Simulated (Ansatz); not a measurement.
Two shapes of singlet MgCl₂.

Shape 1:

```xyz
3

Cl    0.0000    0.0000   -2.3684
Mg    0.0000    0.0000    0.0000
Cl    0.0000    0.0000    2.3684
```

Shape 2:

```xyz
3

Cl    0.0001    0.0034   -2.2024
Mg    0.0012   -0.0064   -0.0076
Cl   -0.0095    0.0026    2.1946
```

Basis set: 6-31G* (spherical functions). Correlated methods keep 11 orbitals frozen. Charge 0, multiplicity 1.

Computed with Ansatz (development build ahead of 0.2.0); each method stands on the lowest determinant of its kind that the runs found.

**Question.** Which shape is lower in energy, and by how much in each method?

**Answer.**

```
 method  E(2) − E(1) (eV)
    RHF            -0.342
RHF-MP2            -0.377
```

Shape 2 is lower.
